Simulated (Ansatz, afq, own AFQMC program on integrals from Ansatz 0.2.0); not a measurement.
GeH, doublet in def2-TZVP, levels against full CI

```tsv
atom	x (Å)	y (Å)	z (Å)
Ge	-0.5949	0.4218	-0.2753
H	-0.1862	-1.1290	-0.2286
```

Basis def2-TZVP. Noble-gas cores (and the filled d shells of Ga–Kr and In–Xe) are frozen. Integrals, coupled cluster, full CI and functionals: Ansatz 0.2.0; the random walks run on the same integrals in our own AFQMC program. ph-AFQMC/CISD is guided by a CISD state made of CCSD amplitudes; releasing the constraint for a short imaginary time cuts its bias at the price of noise, slowly where states lie close. Error bars are statistical, one sigma. No spin–orbit coupling.

Determinant: UHF, the one that the program's search chose, which needn't be the lowest solution. The geometry is a PBE0/def2-SVP stationary point of this or a neighbouring charge and spin state.

Full CI on the same integrals is exact in this basis and with this determinant's frozen core.

Cautions: no relativity below Rb; no spin-orbit coupling; inner d shell frozen.

```
T1 diagnostic                               : 0.0155
weight of the determinant in the CISD state : 0.927
⟨S²⟩ of the determinant                     : 0.765
size of the correlated space                : 5 electrons in 40 orbitals
```

Reference: full CI, correlation energy -2.628 eV. The released energy is read at 2.40 1/Eh (meV from the phaseless value at times in 1/Eh: -2.1 ± 1.2 at 0.24, -2.9 ± 1.1 at 0.51, -4.0 ± 0.9 at 0.99, -5.5 ± 0.9 at 1.62, -7.2 ± 0.7 at 2.40).

```csv
level,E − E(reference) (kJ/mol),share of correlation (%)
HF,253.6,0.00
MP2,63.5,74.95
CCSD,8.0,96.85
CCSD(T),1.7,99.32
CCSDT,0.2,99.93
CCSDT(Q),0.0,99.99
ph-AFQMC/CISD,0.6 ± 0.09,99.75
released AFQMC,-0.1 ± 0.07,100.02
```

CCSDT and higher add their correlation energy to the determinant of the CCSD(T) run, since their own runs factorise the integrals more tightly (a shift of under 2 meV). A walk keeps the symmetry of its determinant, which the program's search chose and which needn't be the lowest solution, so a lower state of the same spin and another symmetry isn't excluded. Released energies are given only where the last usable release times agree within the noise; a slower fall can still hide under it.
